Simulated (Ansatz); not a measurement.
This script for Ansatz 0.2.0, Python API starts 4 runs on C4H7FO, SMILES FCOC1CC1. What input does the engine get in each?

`disp_c4h7fo.py`
```python
# -*- coding: utf-8 -*-
"""Size of D3 and D4 in C4H7FO."""

import ansatz

BASIS_SET = "def2-SVP"

c4h7fo = (
    ansatz.Crystal.molecule()
    .atom("F", (2.4457, -0.2301, 0.9679))
    .atom("C", (2.0117, 0.2016, -0.2441))
    .atom("O", (0.8357, -0.5219, -0.5771))
    .atom("C", (-0.2314, -0.3151, 0.3673))
    .atom("C", (-1.5863, -0.7655, -0.1016))
    .atom("C", (-1.2691, 0.6995, -0.0216))
    .atom("H", (1.8135, 1.2765, -0.1977))
    .atom("H", (2.7859, -0.0052, -0.9867))
    .atom("H", (-0.0152, -0.4511, 1.4237))
    .atom("H", (-2.2615, -1.1836, 0.6351))
    .atom("H", (-1.6583, -1.2205, -1.0824))
    .atom("H", (-1.7324, 1.277, 0.7693))
    .atom("H", (-1.1383, 1.2385, -0.9522))
)

base = c4h7fo.calculation().basis(gaussian=BASIS_SET)
for name in ["pbe0", "b3lyp"]:
    for correction in ("d3bj", "d4"):
        rep = base.functional(name, dispersion=correction).run(threads=1).report
        print(f"{name:8s} {correction:5s} total {rep['free_energy_ev']:.5f} eV, of which dispersion {1000 * rep['dispersion']['energy']['ev']:.2f} meV")
```

Run 1:
```yaml
crystal:
  periodic: [false, false, false]
  atoms:
    - { symbol: F, position_ang: [2.4457, -0.2301, 0.9679] }
    - { symbol: C, position_ang: [2.0117, 0.2016, -0.2441] }
    - { symbol: O, position_ang: [0.8357, -0.5219, -0.5771] }
    - { symbol: C, position_ang: [-0.2314, -0.3151, 0.3673] }
    - { symbol: C, position_ang: [-1.5863, -0.7655, -0.1016] }
    - { symbol: C, position_ang: [-1.2691, 0.6995, -0.0216] }
    - { symbol: H, position_ang: [1.8135, 1.2765, -0.1977] }
    - { symbol: H, position_ang: [2.7859, -0.0052, -0.9867] }
    - { symbol: H, position_ang: [-0.0152, -0.4511, 1.4237] }
    - { symbol: H, position_ang: [-2.2615, -1.1836, 0.6351] }
    - { symbol: H, position_ang: [-1.6583, -1.2205, -1.0824] }
    - { symbol: H, position_ang: [-1.7324, 1.277, 0.7693] }
    - { symbol: H, position_ang: [-1.1383, 1.2385, -0.9522] }
basis:
  gaussian:
    orbitals: def2-SVP
hamiltonian:
  xc: pbe0
  dispersion: d3bj
```

Run 2, against run 1:
```diff
-  dispersion: d3bj
+  dispersion: d4
```

Run 3, against run 1:
```diff
-  xc: pbe0
+  xc: b3lyp
```

Run 4, against run 1:
```diff
-  xc: pbe0
-  dispersion: d3bj
+  xc: b3lyp
+  dispersion: d4
```

```console
$ python disp_c4h7fo.py
pbe0     d3bj  total -9008.36728 eV, of which dispersion -192.73 meV
pbe0     d4    total -9008.36002 eV, of which dispersion -185.46 meV
b3lyp    d3bj  total -9018.32755 eV, of which dispersion -380.89 meV
b3lyp    d4    total -9018.29816 eV, of which dispersion -351.50 meV
```

Notes:
- Total energies depend on the basis set; only differences at equal settings carry meaning.
- The geometry is a force-field or estimated start, not a minimum of this method, and the basis set is short of its limit. D4 holds the three-body term, and d3bj doesn't.
- b3lyp holds the VWN-RPA fit, as in Gaussian; the form of ORCA and Turbomole is b3lyp5.
- The whole script took 12 s on 1 thread of AMD EPYC 7R43 64-Core Processor (Zen 3) (shared host), peak memory 0.29 GiB.
